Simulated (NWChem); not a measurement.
## Correlation energy of formaldehyde (CH$_{2}$O)

SMILES: C=O
```xyz
4

C      0.0000     0.0000     0.5228
O      0.0000     0.0000    -0.6733
H     -0.9444     0.0000     1.1247
H      0.9444     0.0000     1.1247
```
Charge 0, spin multiplicity 1.

The numbers come from NWChem runs, not from measurements. The geometry was optimised at PBE0/def2-SVP, a minimum by its harmonic frequencies.

Basis set: def2-SVP. Each correlation energy counts from its own Hartree-Fock reference.

The correlated methods keep 2 core orbitals frozen. No row is a measurement; the coupled-cluster row has its own basis-set and correlation limits.

Order these methods by the correlation energy they give, lowest first: MP2, SCS-MP2, CR-CCSD[T], CCSD, CCSD+T(CCSD), CCSD(T).

CCSD+T(CCSD) (-342.3 mHa), CCSD(T) (-341.3 mHa), CR-CCSD[T] (-340.3 mHa), CCSD (-331.5 mHa), MP2 (-315.9 mHa), SCS-MP2 (-311.4 mHa)
